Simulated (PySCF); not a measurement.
Trifluoromethoxymethane, C₂H₃F₃O.
Numbering: `[CH3:1][O:2][C:3]([F:4])([F:5])[F:6]` (hydrogens: H7, H8, H9 on C1)

Geometry (PBE0-D3(BJ)/def2-TZVP, Å), atoms numbered from 1 in this order:
```xyz
9
C2H3F3O angstrom
C     -1.189    0.047   -0.124
O      0.044    0.756   -0.216
C      1.131    0.079    0.162
F      1.328   -1.033   -0.563
F      2.184    0.864    0.012
F      1.077   -0.311    1.445
H     -1.408   -0.213    0.913
H     -1.165   -0.852   -0.742
H     -1.947    0.730   -0.499
```

Theory: PBE0-D3(BJ)/def2-TZVP geometry optimisation, gas phase in PySCF.

Masses are those of the commonest isotopes; rigid-rotor values at the optimised geometry. 

**Question.** Give the principal moments of inertia and the rotational constants in cm⁻¹.

**Answer.** Ia = 92.27, Ib = 163.99, Ic = 165.34 u·Å²; 505379 MHz·u·Å²/I gives 5477, 3082 and 3057 MHz, that is A = 0.18271, B = 0.10280, C = 0.10196 cm⁻¹.

**Question.** What kind of rotor is it?

**Answer.** A near-prolate asymmetric top. Ray's parameter κ = (2B − A − C)/(A − C) = -0.979; −1 is the prolate and +1 the oblate limit.

**Question.** What does the inertial defect say?

**Answer.** Not planar: Δ = Ic − Ia − Ib = -90.92 u·Å². For a rigid frame Δ = −2 Σ m c², so Σ m c² = 45.46 u·Å² lies off the ab plane: 1.62 from hydrogen and 43.84 from heavier atoms. The atom farthest from that plane is 1.08 Å away.

**Question.** Where do the levels up to J = 5 lie, in K?

**Answer.** Above 0(0,0), as E/k:
J = 1: 1(0,1) 0.295, 1(1,1) 0.410, 1(1,0) 0.411
J = 2: 2(0,2) 0.884, 2(1,2) 0.998, 2(1,1) 1.001, 2(2,1) 1.346, 2(2,0) 1.346
J = 3: 3(0,3) 1.768, 3(1,3) 1.880, 3(1,2) 1.887, 3(2,2) 2.230, 3(2,1) 2.230, 3(3,1) 2.808, 3(3,0) 2.808
J = 4: 4(0,4) 2.946, 4(1,4) 3.055, 4(1,3) 3.068, 4(2,3) 3.408, 4(2,2) 3.408, 4(3,2) 3.986, 4(3,1) 3.986, 4(4,1) 4.795, 4(4,0) 4.795
J = 5: 5(0,5) 4.419, 5(1,5) 4.525, 5(1,4) 4.543, 5(2,4) 4.881, 5(2,3) 4.882, 5(3,3) 5.459, 5(3,2) 5.459, 5(4,2) 6.268, 5(4,1) 6.268, 5(5,1) 7.308, 5(5,0) 7.308

**Question.** Which lines would a microwave search look for?

**Answer.** The dipole components are |μa| = 2.40 D, |μb| = 0.39 D, |μc| = 0.00 D; the mirror of this Cs structure is the ab plane, so μc vanishes by symmetry (the 0.01 D computed is a residue) and there are no c-type lines. Intensities carry the squares of the components, which stand as 1.00 : 0.03 (a : b). Some lines, for components of 0.1 D or more:

```
type  branch         J(Ka,Kc)    MHz  lower level (cm⁻¹)
   a       R  1(0,1) ← 0(0,0)   6138               0.000
   b       Q  2(2,1) ← 2(1,2)   7262               0.693
   b       Q  3(3,1) ← 3(2,2)  12041               1.550
   b       Q  4(3,2) ← 4(2,3)  12042               2.369
   a       R  2(1,1) ← 1(1,0)  12302               0.286
   b       R  4(2,2) ← 3(3,1)  12515               1.951
   a       R  3(2,2) ← 2(2,1)  18415               0.936
   b       R  2(2,0) ← 1(1,1)  19514               0.285
   a       R  4(1,4) ← 3(1,3)  24503               1.306
   a       R  4(0,4) ← 3(0,3)  24551               1.228
   a       R  4(3,2) ← 3(3,1)  24554               1.951
   a       R  4(2,2) ← 3(2,1)  24555               1.550
   b       R  3(2,2) ← 2(1,1)  25602               0.696
   b       R  3(3,0) ← 2(2,1)  30456               0.936
```

Whether it is a minimum is left open (no frequencies). No vibrational averaging or centrifugal distortion is included, and the geometry carries the error of its method. A rigid rotor knows nothing of internal rotation, which can split or shift real lines.

The run took 94 s of wall time on an Arm Neoverse V1 with one thread, shared host with 32 logical CPUs at a one-minute load of 20, and the process peaked at 0.82 GiB of memory. This is the geometry optimisation.
